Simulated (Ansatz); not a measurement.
# C2H5B: single points off equilibrium

One table from this session's results is given with a row withheld; the runs are named, their logs left out.

Computed with Ansatz 0.2.0, Gaussian basis. Level: single points in def2-TZVPP.

Correlated methods freeze the cores.

**Starting geometry**

SMILES `B=CC`, 8 atoms, charge 0, spin multiplicity 1.

Atoms are counted from 1 here; the program's logs count them from 0.

Bond lengths: B1–C2 1.405 Å, B1–H4 1.091 Å, C2–C3 1.530 Å, C2–H5 1.200 Å, C3–H6 1.139 Å, C3–H7 1.183 Å, C3–H8 1.116 Å. Angles: C2–B1–H4 170.3°, B1–C2–C3 130.7°, B1–C2–H5 131.8°, C3–C2–H5 96.9°, C2–C3–H6 118.5°, C2–C3–H7 116.5°, C2–C3–H8 112.1°, H6–C3–H7 104.4°, H6–C3–H8 96.4°, H7–C3–H8 106.6°.

Geometry (Å):

```xyz
8
C2H5B
B    -0.89440   -0.24250   -1.42540
C    -0.09420    0.38770   -0.45800
C     0.43660   -0.12170    0.88360
H    -1.53130   -0.56390   -2.25020
H     0.52100    1.41820   -0.47570
H     0.14660    0.44050    1.83130
H     1.60870   -0.25890    0.97010
H    -0.02030   -1.09730    1.17320
```

Set-up of the first run:

Contents of run/in.yaml:

```yaml
crystal:
  periodic: [false, false, false]
  atoms:
    - {symbol: B, position_ang: [-0.894400, -0.242500, -1.425400]}
    - {symbol: C, position_ang: [-0.094200, 0.387700, -0.458000]}
    - {symbol: C, position_ang: [0.436600, -0.121700, 0.883600]}
    - {symbol: H, position_ang: [-1.531300, -0.563900, -2.250200]}
    - {symbol: H, position_ang: [0.521000, 1.418200, -0.475700]}
    - {symbol: H, position_ang: [0.146600, 0.440500, 1.831300]}
    - {symbol: H, position_ang: [1.608700, -0.258900, 0.970100]}
    - {symbol: H, position_ang: [-0.020300, -1.097300, 1.173200]}
basis:
  gaussian: {orbitals: def2-TZVPP}
correlation: {method: ccsd_t}
output: {forces: true}
```

No record of the launch command was kept for these runs.

Steps of the session up to this table: CCSD(T)/def2-TZVPP; PBE0-D4/def2-TZVPP; wB97M-V/def2-TZVPP; r2SCAN-D4/def2-TZVPP; PBE-D4/def2-TZVPP; revPBE-D4/def2-TZVPP; r2SCANh-D4/def2-TZVPP.

One table of the session follows, with a row left open; its other results are not shown here.

```
    method  RMS force component (eV/Å)  angle to CCSD(T) forces (°)  dipole (D)
   CCSD(T)                       1.556                    reference        0.42
   PBE0-D4                       1.576                          6.8        0.40
   wB97M-V                       1.573                          6.8        0.48
 r2SCAN-D4                           ?                            ?           ?
    PBE-D4                       1.477                          7.4        0.31
 revPBE-D4                       1.477                          6.1        0.32
r2SCANh-D4                       1.576                          6.3        0.39
```

**Question.** Estimate the row for r2SCAN-D4.

**Answer.** RMS force component (eV/Å): 1.548; angle to CCSD(T) forces (°): 6.1; dipole (D): 0.36. In the column «RMS force component (eV/Å)» it lies between revPBE-D4 (1.477) and CCSD(T) (1.556).
